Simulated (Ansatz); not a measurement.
# AlH4 (doublet): the correlation ladder at distance Al1–H4 along a hydrogen transfer = 1.717 Å, 6-31G

Aim: climb from Hartree-Fock through coupled cluster and multireference methods for AlH4 (doublet) at one geometry and basis, and see what each rung misses.

Computed with Ansatz 0.2.0, Gaussian basis. Level: 6-31G, core rule «outside noble gas», up to 5 orbitals frozen.

The runs, in order: UHF; CCSD(T) on ROHF; CCSD(T) on UHF; BCCD(T) on ROHF; CISD; CCSDT(Q) on ROHF; CCSDT(Q) on UHF; CISDTQ; CCSDTQ on ROHF; CCSDTQ on UHF; CASSCF and MRCISD+Q, 3 electrons in 3 orbitals; CASSCF and NEVPT2, 3 electrons in 3 orbitals; CASSCF and MRCISD+Q, 7 electrons in 8 orbitals; CASSCF and NEVPT2, 7 electrons in 8 orbitals; Full CI.

10 further runs of the same task are left out: 1 for a mislabelled method, 7 that didn't finish, 2 set aside as unsound or not needed.

**1. What is computed**

The geometry derives from fragments relaxed apart (PBE0/def2-TZVP) and kept rigid, so it is no stationary point. A hydrogen atom is moved between rigid fragments.

5 atoms, charge 0, spin multiplicity 2.

Atoms are counted from 1 here; the program's logs count them from 0.

Bond lengths: Al1–H2 1.586 Å, Al1–H3 1.586 Å, Al1–H4 1.717 Å. Angles: H2–Al1–H3 120.0°, H2–Al1–H4 120.0°, H3–Al1–H4 120.0°.

**2. UHF**

Input file in.yaml:

```yaml
crystal:
  periodic: [false, false, false]
  atoms:
    - {symbol: Al, position_ang: [-0.089998, 0.000000, 0.000000]}
    - {symbol: H, position_ang: [-0.882922, 1.373384, 0.000000]}
    - {symbol: H, position_ang: [-0.882922, -1.373384, 0.000000]}
    - {symbol: H, position_ang: [1.627002, 0.000000, 0.000000]}
    - {symbol: H, position_ang: [2.548002, 0.000000, 0.000000]}
basis:
  gaussian: {orbitals: 6-31G}
magnetization: {spin_polarized: true, initial_magnetization: 1}
hamiltonian: {xc: hf}
output: {orbitals: {seedname: orbitals}}
```

On the command line:

```sh
> ansatz run in.yaml --threads 1 --pin off --events-out ev --progress --plain --max-ram 2393MiB
```

Further steps of the session: CCSD(T) on ROHF; CCSD(T) on UHF; BCCD(T) on ROHF; CISD; CCSDT(Q) on ROHF; CCSDT(Q) on UHF; CISDTQ; CCSDTQ on ROHF; CCSDTQ on UHF; CASSCF and MRCISD+Q, 3 electrons in 3 orbitals; CASSCF and NEVPT2, 3 electrons in 3 orbitals; CASSCF and MRCISD+Q, 7 electrons in 8 orbitals; CASSCF and NEVPT2, 7 electrons in 8 orbitals; Full CI.

**Question.** What will the summary of the whole plan be? Wanted: FCI below the RHF energy; RMP2 from FCI; UMP2 from FCI; RCCSD from FCI; RCCSD(T) from FCI; UCCSD(T) from FCI; RCCSDT(Q) from FCI; UCCSDT(Q) from FCI; NEVPT2 pair from FCI.

**Answer**, as computed:

| quantity | value |
| --- | --- |
| FCI below the RHF energy | -2.0523 eV |
| RMP2 from FCI | +14.52 kcal/mol |
| UMP2 from FCI | +14.30 kcal/mol |
| RCCSD from FCI | +0.82 kcal/mol |
| RCCSD(T) from FCI | +0.29 kcal/mol |
| UCCSD(T) from FCI | +0.30 kcal/mol |
| RCCSDT(Q) from FCI | +0.01 kcal/mol |
| UCCSDT(Q) from FCI | +0.01 kcal/mol |
| NEVPT2 pair from FCI | +10.77 kcal/mol |
| NEVPT2 valence from FCI | +3.53 kcal/mol |
| MRCISD+Q valence from FCI | +0.23 kcal/mol |
| levels within 1 kcal/mol (43 meV) | RCCSD, UCCSD, RCCSD(T), UCCSD(T), BCCD(T), RCCSDT, UCCSDT, CISDTQ, RCCSDT(Q), UCCSDT(Q), RCCSDTQ, UCCSDTQ, MRCISD valence, MRCISD+Q valence |
| T1 diagnostic | 0.024 |
| effectively unpaired electrons | 1.02 |

RCCSD(T) lands +0.29 kcal/mol from the yardstick (0.6 % of the correlation energy). One determinant dominates. Of the multireference levels listed MRCISD+Q valence comes nearest in total energy (+0.23 kcal/mol), which doesn't show that its space is the better one. These misses are within one basis, not against nature; the frozen cores of restricted and unrestricted runs differ, which can shift their rows.
